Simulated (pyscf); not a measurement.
boron trifluoride (F–B(F)–F) + methane (CH₄) -> fluoromethane (H₃C–F) + F–BH–F (four-centre exchange; singlet surface; B–F, C–H broken, C–F, B–H formed). Structures and frequencies: ωB97X-D3(BJ)/def2-SVP in PySCF. MP2 and CC: frozen core, UHF for open shells. ΔMP2 is the change of the MP2 total energy from the triple- to the quadruple-zeta basis. Energies in eV from the separated reactants.

```csv
level,barrier,reaction energy
PBE/def2-TZVP,4.04,+2.37
r²SCAN/def2-TZVP,4.22,+2.51
B3LYP-D3(BJ)/def2-TZVP,4.29,+2.40
PBE0-D3(BJ)/def2-TZVP,4.33,+2.43
M06-2X/def2-TZVP,4.56,+2.49
CCSD/def2-TZVPP,(withheld),+2.49
CCSD(T)/def2-TZVPP + ΔMP2(QZVPP),(withheld),(withheld)
```

**Question.** Some entries are withheld; supply them.

**Answer.** 
- CCSD/def2-TZVPP, barrier: 4.70
- CCSD(T)/def2-TZVPP + ΔMP2(QZVPP), barrier: 4.55
- CCSD(T)/def2-TZVPP + ΔMP2(QZVPP), reaction energy: +2.47

Of the functionals in the table, M06-2X is closest to CCSD(T)/def2-TZVPP + ΔMP2(QZVPP) in the barrier (0.00 eV apart) and PBE least close (0.52 eV); that level has limits of its own. The same reactants have a lower exit, to HF + H₃C–B(F)–F (barrier +2.49 eV at ωB97M-D3(BJ), against +4.40 eV here). One saddle was located; it need not be the lowest between these sides. The CCSD(T) − MP2 part came from Ansatz, without density fitting, on the same reference.
